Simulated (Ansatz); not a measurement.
## bcc Rb

Computed with PBEsol (plane waves, PAW; Ansatz, a program for electronic structure).

Numerical settings: plane-wave cutoff 500 eV, 4×4×4 k mesh, Fermi–Dirac smearing 0.1 eV, cell of 54 sites, scalar-relativistic PAW data made under PBE.

Cell: relaxed at this level.

For bcc Rb, the vacancy formation energy comes out as 0.29 eV and the vacancy formation energy before relaxation is 0.35 eV.

Measured, for comparison: vacancy formation energy 0.3 eV (not corrected to a static lattice, monovacancy; as tabulated in Riffe and Christensen (2024), arXiv:2406.09527). Computed (rounded) less measured: vacancy formation energy within the reference's last digit.

Note: energies are extrapolated to zero smearing, and mesh and cell size move such values by some hundredths of an eV or more.

Computed values are for the static lattice.

It cost very roughly 5 core-hours of CPU time.
